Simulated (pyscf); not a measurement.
7 gas-phase steps of one pattern: four-centre exchange on the singlet surface, Al/Ga/In–F/Cl/Br/I, H–H broken and Al/Ga/In–H, F/Cl/Br/I–H formed. Single points on ωB97X-D3(BJ)/def2-SVP structures (PySCF, gas phase). Electronic energies in kJ/mol, between the relaxed ends of the descent from the saddle (adducts or complexes of the species named), with the reactant end as zero; ΔE‡ and ΔE at ωB97X-D3(BJ)/def2-TZVP. Rows were drawn at random from the steps of this pattern with a verified saddle, stable references and a bound adduct at one end at least.

```csv
row,step,ΔE,ΔE‡
1,F–GaH–Cl + H₂ -> Cl–GaH₂ + HF,+39.6,111.2
2,H₃C–InH–F + H₂ → H₃C–InH₂ + HF,+53.2,85.3
3,F–GaH₂ + H₂ → GaH₃ + HF,+67.4,?
4,Cl–Ga(Cl)–Cl + H₂ -> HCl + Cl–GaH–Cl,+72.5,145.6
5,Cl–GaH–Cl + H₂ → HCl + Cl–GaH₂,+81.8,142.7
6,Cl–InH₂ + H₂ → InH₃ + HCl,+105.2,135.7
7,HO–AlH–Cl + H₂ → HO–AlH₂ + HCl,+138.8,158.8
```

Problem. From a straight line through the complete rows, estimate the missing barrier and say how far the line can be trusted.

Solution. Over the 6 complete rows the means are +81.9 (ΔE) and 129.9 (ΔE‡); least squares gives b = 0.57 and a = 83.2 kJ/mol, with residuals of 15.8 kJ/mol (root mean square; largest 28.2, row 2). For row 3: 83.2 + 0.57 × (+67.4) = 121.6 kJ/mol. The computed barrier is 106.9 kJ/mol, 14.7 under the line. The scatter is large against the spread of the barriers, so the line says little here. Each barrier is that of the saddle found. Elements up to Kr have no core potential and no relativistic terms here. Elements past Kr carry the def2 core potentials, without spin-orbit coupling.
